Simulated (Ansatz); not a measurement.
**How far each method lies from RCCSDTQ for Al$_{2}$Ga, quartet**

Geometry: that of the Al2Ga, doublet, kept fixed. The doublet lies 0.5 eV lower here.

```yaml
atoms:
  - { symbol: Al, position_ang: [0.0000, -1.2668, 1.2100] }
  - { symbol: Al, position_ang: [0.0000, 1.2668, 1.2100] }
  - { symbol: Ga, position_ang: [0.0000, 0.0000, -0.9365] }
```

Basis cc-pVDZ; Ansatz 0.2.0. Correlated methods freeze the noble-gas cores and the filled d shells of p-block atoms, which leaves 9 electrons in 39 orbitals. R marks a restricted (for open shells ROHF) determinant, U an unrestricted one. Active spaces: valence = (9e, 12o) chosen from the atoms' valence shells. No spin–orbit coupling is included, and no scalar relativity.

Full CI isn't at hand for all of this; RCCSDTQ serves as the reference, and is uncertain by about the last step of the cluster series. The frozen core follows each run's orbitals, which can shift R against U totals by a few meV for light atoms and by up to 0.1 eV past Ca.

For open shells CISD is restricted-active-space CI with the open shells as a complete middle space.

The UHF ⟨S²⟩ is 3.866. The T1 diagnostic (RCCSD) is 0.0321 and the largest doubles amplitude (RCCSD) is 0.075.

```csv
level,E − E(RHF) (eV)
RMP2,-4.1230
RCCSD,-4.8485
RCCSD(T),-5.1715
```

Q: Estimate how far RCCSDTQ in cc-pVDZ lies from RCCSD(T). The table doesn't fix it; the size of (T) and the diagnostics are the guide.

A: RCCSDTQ in cc-pVDZ lies 1.87 kcal/mol below RCCSD(T), which is 25 % of the (T) step (-7.45 kcal/mol). T1 is raised, and the rest is a large part of (T). The miss exceeds 1 kcal/mol.

The other levels:

```
                   level  E − E(RCCSDTQ) (kcal/mol)  share of correlation (%)    wall time
                    CISD                      18.30                     84.89         12 s
                 BCCD(T)                       1.88                     98.44         36 s
                  RCCSDT                       0.80                     99.34            –
               RCCSDT(Q)                       0.05                     99.96         73 s
  CASSCF (valence space)                      59.38                     50.98            –
  NEVPT2 (valence space)                      14.73                     87.84  17 s (H100)
  MRCISD (valence space)                       4.62                     96.18            –
MRCISD+Q (valence space)                      -0.01                    100.00  13 s (H100)
```

The correlation energy at RCCSDTQ, counted from RHF, is -5.253 eV. That run took 85 s on 2 threads of AMD EPYC 7R13 with a shared H100 80 GB, shared host.

Run but not shown, since their state or frozen core can't be matched to the reference's or they repeat it: UHF, UMP2, UCCSD, UCCSD(T), UCCSDT, UCCSDT(Q).

Times hold each run's SCF and search for its determinant on a shared host, so for small cases they say little of a method's own cost; rows without a card ran on 1 thread of AMD EPYC 7R13.

Natural occupations of CASSCF (valence space) about the gap: 1.971 1.901 1.897 0.997 0.997 0.977 0.096 0.044 0.039 0.032; effectively unpaired electrons, Σ n²(2−n)², 3.13.
